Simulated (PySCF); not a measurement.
## Chlorine: a sound run and one with changed settings

Sound run: Cl [Ne] 3s2 3p5, Cl⁺ [Ne] 3s2 3p4. Calculation: PySCF 2.14, in cc-pV(T+d)Z (5s4p3d1f, 39 functions); no relativity, point nucleus. The sound run starts from symmetry-adapted Hartree-Fock orbitals and uses a fine grid where one is needed.

Changed run: initial guess sap, at most 5 SCF cycles. This setting is unsound on purpose.

| species | method | sound run (hartree) | changed run (hartree) | converged |
| --- | --- | --- | --- | --- |
| Cl | UHF | -459.48556 | -459.48556 | no |
| Cl | M06-L | -460.14668 | -460.14668 | no |
| Cl | PBE0 | -460.00525 | -460.00525 | no |
| Cl⁺ | UHF | -459.05290 | -459.05290 | no |
| Cl⁺ | M06-L | -459.67339 | -459.67339 | no |
| Cl⁺ | PBE0 | -459.52914 | -459.52914 | no |

The SCF was stopped early; the energies are upper bounds that still move, and correlated levels were skipped or rest on poor orbitals.
